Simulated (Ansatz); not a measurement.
Input file:

```yaml
crystal:
  periodic: [false, false, false]
  atoms:
    - {symbol: Ge, position_ang: [0.000000, 0.016167, 1.256970]}
    - {symbol: As, position_ang: [0.000000, -0.035655, -1.199925]}
    - {symbol: H, position_ang: [0.000000, 1.485199, -1.394932]}
basis:
  gaussian: {orbitals: cc-pVDZ}
total_charge: 1
magnetization: {spin_polarized: false, initial_magnetization: 1}
hamiltonian: {xc: {name: PBE}, pseudopotentials: {relativity: scalar}}
correlation: {method: bccd, electrons: outside_noble_gas}
accuracy: high
```

```sh
$ ansatz run in.yaml --threads 1 --pin off --events-out ev --progress --plain --max-ram 2393MiB
```

Log:

```
1170 factors; integrals over basis functions are off by at most 4.5e-9 eV
mean field evaluation 1: about -118338.3059 eV, gradient 2.3e1 eV
mean field evaluation 2: about -118338.3000 eV, gradient 2.3e1 eV
mean field evaluation 4: about -118341.0586 eV, gradient 6.4e0 eV
mean field evaluation 8: about -118341.2133 eV, gradient 5.4e-2 eV
mean field evaluation 16: about -118341.2127 eV, gradient 6.4e-6 eV
mean field evaluation 32: about -118340.5900 eV, gradient 5.5e-6 eV
mean field evaluation 64: about -118341.2127 eV, gradient 5.0e-2 eV
mean field evaluation 96: about -118340.5758 eV, gradient 5.9e-1 eV
mean field evaluation 128: about -118322.5252 eV, gradient 1.9e1 eV
mean field -118341.21271026 eV, -4348.9593525469 hartree, gradient 1.3e-8 eV, S^2 0.750000; 10 other end points of the search recorded, 0 dependent functions left out
mean field evaluation 160: about -118269.3217 eV, gradient 1.6e-2 eV
...
cycle  23  -5.27852655 eV  change   -1.2e-8 eV  update   4.3e-8
cycle  24  -5.27852656 eV  change   -6.6e-9 eV  update   2.9e-8
cycle  25  -5.27852664 eV  change   -7.9e-8 eV  update   8.9e-8
cycle  26  -5.27852666 eV  change   -2.5e-8 eV  update   3.7e-8
cycle  27  -5.27852667 eV  change   -9.4e-9 eV  update   1.8e-8
cycle  28  -5.27852667 eV  change  -1.3e-10 eV  update   9.7e-9
cycle  29  -5.27852667 eV  change   8.1e-10 eV  update   4.9e-9
cycle  30  -5.27852667 eV  change    1.2e-9 eV  update   2.2e-9
cycle  31  -5.27852667 eV  change  -4.3e-11 eV  update   1.2e-9
cycle  32  -5.27852667 eV  change   1.2e-10 eV  update  7.2e-10
Total energy: -118273.56210847 eV, -4346.4732387866 hartree
Relativity: scalar
```

Ran on 1 thread of Arm Neoverse N1, shared host: 63 s wall, 0.28 GiB peak host memory.
